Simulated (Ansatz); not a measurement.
Geometry optimisation, RKS PBE0/def2-mTZVP in Ansatz.

Input file:

```yaml
crystal:
  periodic: [false, false, false]
  atoms:
    - { symbol: S, position_ang: [-1.3151, 0.4576, 0.1343] }
    - { symbol: B, position_ang: [0.423, -0.0374, 0.3359] }
    - { symbol: Cl, position_ang: [0.824, -1.8249, 0.3257] }
    - { symbol: H, position_ang: [0.48449, 0.99488, 0.88318] }
    - { symbol: H, position_ang: [1.2777, 0.7698, 0.4443] }
basis:
  gaussian: { orbitals: def2-mTZVP }
hamiltonian:
  xc: pbe0
relax:
  f_tol: 0.02
  max_steps: 50
```

Launched with:

```bash
$ ansatz run input.yaml --threads 1 --pin off --max-ram 2048MiB --backend cpu --events-out ev --progress --plain --runs-dir out
```

Question: Where does it end, and by what steps?

Answer: It converged. After 12 steps the energy has fallen by 3.330 eV; H4 moved furthest, 1.26 Å. Parted: B2–H4. Joined: S1–H4.

```json
{"step": "0", "energy less start (eV)": "0.0000", "largest force component (eV/Å)": "4.818", "accepted": "yes"}
{"step": "1", "energy less start (eV)": "-0.6865", "largest force component (eV/Å)": "2.173", "accepted": "yes"}
{"step": "2", "energy less start (eV)": "-0.9484", "largest force component (eV/Å)": "1.406", "accepted": "yes"}
{"step": "3", "energy less start (eV)": "-1.2357", "largest force component (eV/Å)": "3.505", "accepted": "yes"}
{"step": "4", "energy less start (eV)": "-1.7814", "largest force component (eV/Å)": "4.070", "accepted": "yes"}
{"step": "5", "energy less start (eV)": "-2.4826", "largest force component (eV/Å)": "1.759", "accepted": "yes"}
{"step": "6", "energy less start (eV)": "-2.8754", "largest force component (eV/Å)": "1.323", "accepted": "yes"}
{"step": "7", "energy less start (eV)": "-3.1102", "largest force component (eV/Å)": "1.233", "accepted": "yes"}
{"step": "8", "energy less start (eV)": "-3.2932", "largest force component (eV/Å)": "0.448", "accepted": "yes"}
{"step": "9", "energy less start (eV)": "-3.3187", "largest force component (eV/Å)": "0.292", "accepted": "yes"}
{"step": "10", "energy less start (eV)": "-3.2910", "largest force component (eV/Å)": "0.397", "accepted": "no"}
{"step": "11", "energy less start (eV)": "-3.3299", "largest force component (eV/Å)": "0.022", "accepted": "yes"}
{"step": "12", "energy less start (eV)": "-3.3299", "largest force component (eV/Å)": "0.014", "accepted": "yes"}
```

```xyz
5
Properties=species:S:1:pos:R:3
S -0.944 0.478 0.486
B 0.675 -0.259 0.372
Cl 0.810 -1.984 0.092
H -0.512 1.743 0.692
H 1.666 0.383 0.481
```

Time of the run: 50 s on 1 CPU thread of a shared host.
